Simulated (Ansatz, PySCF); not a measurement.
Another site gives an ion 62225.21 eV lower (`O=C[SeH]`) at the level PBE-D3(BJ)/def2-TZVP // TPSSh-D3(BJ)/def2-TZVP (PySCF).

The numbers are results of frozen-core CCSD(T)/cc-pVTZ // TPSSh-D3(BJ)/def2-TZVP (Ansatz, a program for electronic structure), not measurements.

Ansatz 0.2 input:
```yaml
crystal:
  periodic: [false, false, false]
  atoms:
    - { symbol: C, position_ang: [-1.028839, -0.136761, 0.044659] }
    - { symbol: O, position_ang: [0.270533, -0.760686, -0.04242] }
    - { symbol: C, position_ang: [1.3043, 0.092273, -0.06147] }
    - { symbol: O, position_ang: [1.225372, 1.291569, -0.013655] }
    - { symbol: H, position_ang: [-1.189213, 0.512093, -0.816326] }
    - { symbol: H, position_ang: [-1.099496, 0.451374, 0.9596] }
    - { symbol: H, position_ang: [-1.740867, -0.957673, 0.052508] }
    - { symbol: H, position_ang: [2.239729, -0.478788, -0.128826] }
basis:
  gaussian: { orbitals: cc-pVTZ }
correlation:
  method: ccsd_t
```

Output:

```
Functional definition: HF
1026 factors; integrals over basis functions are off by at most 1.2e-3 eV
mean field evaluation 1: about -6197.7601 eV, gradient 3.9e1 eV
mean field evaluation 2: about -6197.7639 eV, gradient 3.9e1 eV
mean field evaluation 4: about -6200.7613 eV, gradient 4.1e0 eV
mean field evaluation 8: about -6200.8178 eV, gradient 4.6e-1 eV
mean field evaluation 16: about -6200.7570 eV, gradient 4.1e0 eV
mean field -6200.81963295 eV, -227.8759184445 hartree, gradient 4.9e-6 eV, S^2 0.000000; 0 other end points of the search recorded, 0 dependent functions left out
4 core orbitals not correlated
reference -6200.81963295 eV, -227.8759184445 hartree; 12, 12 occupied and 160, 160 virtual orbitals, 1026 factors
second order -21.77766860 eV of doubles, -0.00000000 eV of singles
cycle   1  -21.50784809 eV  change    2.7e-1 eV  update   1.1e-1
cycle   2  -22.08932580 eV  change   -5.8e-1 eV  update   3.5e-2
cycle   3  -22.23479601 eV  change   -1.5e-1 eV  update   1.8e-2
cycle   4  -22.21366427 eV  change    2.1e-2 eV  update   4.5e-3
cycle   5  -22.21345915 eV  change    2.1e-4 eV  update   2.1e-3
cycle   6  -22.21422986 eV  change   -7.7e-4 eV  update   5.4e-4
cycle   7  -22.21376890 eV  change    4.6e-4 eV  update   2.3e-4
cycle   8  -22.21367143 eV  change    9.7e-5 eV  update   8.0e-5
cycle   9  -22.21371481 eV  change   -4.3e-5 eV  update   3.3e-5
cycle  10  -22.21370201 eV  change    1.3e-5 eV  update   1.4e-5
perturbative correction -0.92606561 eV, -0.0340322835 hartree
Total energy: -6223.95940057 eV, -228.7262892199 hartree
```

Cost: around 80 core-seconds (rough).
